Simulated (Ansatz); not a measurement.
# C4H6O: up Jacob's ladder to CCSD(T)

One table from this session's results is given with a row withheld; the runs are named, their logs left out.

Computed with Ansatz 0.2.0, Gaussian basis. Level: functionals in def2-TZVPP, the program's frozen cores in correlated methods.

Plan: LDA (SPW92), PBE-D4, revPBE-D4, BLYP-D4, r2SCAN-D4, B97M-V, PBE0-D4, B3LYP-D4, r2SCANh-D4, r2SCAN0-D4, HSE06-D4, BHLYP-D4, CAM-B3LYP-D4, LC-ωPBE, ωB97X-V, ωB97M-V, B2PLYP, PBE-QIDH; CCSD(T)/def2-SVP; CCSD(T)/def2-TZVPP; MP2/def2-QZVPP; extrapolation to the limit; RPA on PBE.

## The relaxed structure

An earlier PBE0-D4 in a triple-zeta def2 set relaxation fixed the geometry.

11 atoms, charge 0, spin multiplicity 1.

Atoms are counted from 1 here; the program's logs count them from 0.

Bond lengths: O1–C2 1.193 Å, C2–C3 1.525 Å, C2–C5 1.525 Å, C3–C4 1.548 Å, C3–H6 1.092 Å, C3–H7 1.092 Å, C4–C5 1.548 Å, C4–H8 1.089 Å, C4–H9 1.089 Å, C5–H10 1.092 Å, C5–H11 1.092 Å. Angles: O1–C2–C3 133.7°, O1–C2–C5 133.7°, C3–C2–C5 92.5°, C2–C3–C4 88.3°, C2–C3–H6 113.5°, C2–C3–H7 113.4°, C4–C3–H6 116.2°, C4–C3–H7 116.2°, H6–C3–H7 108.2°, C3–C4–C5 90.8°, C3–C4–H8 114.2°, C3–C4–H9 114.2°, C5–C4–H8 114.2°, C5–C4–H9 114.2°, H8–C4–H9 108.6°, C2–C5–C4 88.3°, C2–C5–H10 113.4°, C2–C5–H11 113.5° and more.

Set-up of the first run:

in.yaml

```yaml
crystal:
  periodic: [false, false, false]
  atoms:
    - {symbol: O, position_ang: [-1.126543, 1.741585, -1.092946]}
    - {symbol: C, position_ang: [-0.553276, 0.855814, -0.537114]}
    - {symbol: C, position_ang: [0.070097, 0.708395, 0.847136]}
    - {symbol: C, position_ang: [0.474980, -0.735265, 0.461500]}
    - {symbol: C, position_ang: [-0.163597, -0.563228, -0.938293]}
    - {symbol: H, position_ang: [-0.651415, 0.806356, 1.661536]}
    - {symbol: H, position_ang: [0.889829, 1.406743, 1.030933]}
    - {symbol: H, position_ang: [1.550238, -0.907908, 0.443722]}
    - {symbol: H, position_ang: [0.009700, -1.507613, 1.072483]}
    - {symbol: H, position_ang: [0.520723, -0.601667, -1.788974]}
    - {symbol: H, position_ang: [-1.020736, -1.203213, -1.160004]}
basis:
  gaussian: {orbitals: def2-TZVPP}
hamiltonian: {xc: lda}
output: {orbitals: {seedname: orbitals}}
```

Command:

```console
> ansatz run in.yaml --threads 4 --pin off --events-out ev --progress --plain --max-ram 10444MiB
```

Among the steps run: LDA; PBE-D4 (GGA); revPBE-D4 (GGA); BLYP-D4 (GGA); r2SCAN-D4 (meta-GGA); B97M-V (meta-GGA); PBE0-D4 (hybrid); B3LYP-D4 (hybrid); r2SCANh-D4 (hybrid); r2SCAN0-D4 (hybrid); HSE06-D4 (hybrid); BHLYP-D4 (hybrid); CAM-B3LYP-D4 (range-separated); LC-ωPBE (range-separated); ωB97X-V (range-separated); ωB97M-V (range-separated); B2PLYP (double hybrid); PBE-QIDH (double hybrid).

One of the session's tables, all rows but one given; the rest of the session is left out.

It belongs to the step «Orbital energies across the functionals». 

```
  functional  HOMO (eV)  gap (eV)
 LDA (SPW92)      -5.80      3.81
      PBE-D4      -5.65      3.87
   revPBE-D4      -5.58      3.88
     BLYP-D4      -5.57      3.90
   r2SCAN-D4      -5.92      4.40
      B97M-V      -6.07      4.62
     PBE0-D4          ?         ?
    B3LYP-D4      -6.93      6.01
  r2SCANh-D4      -6.49      5.38
  r2SCAN0-D4      -7.34      6.84
    HSE06-D4      -6.74      5.70
    BHLYP-D4      -8.61      9.16
CAM-B3LYP-D4      -8.59      9.13
     LC-ωPBE      -9.87     11.65
     ωB97X-V      -9.55     11.25
     ωB97M-V      -9.50     11.07
```

Estimate the missing values for PBE0-D4.

The run gave: HOMO (eV): -7.15; gap (eV): 6.49. In the column «HOMO (eV)» it lies between r2SCAN0-D4 (-7.34) and B3LYP-D4 (-6.93).
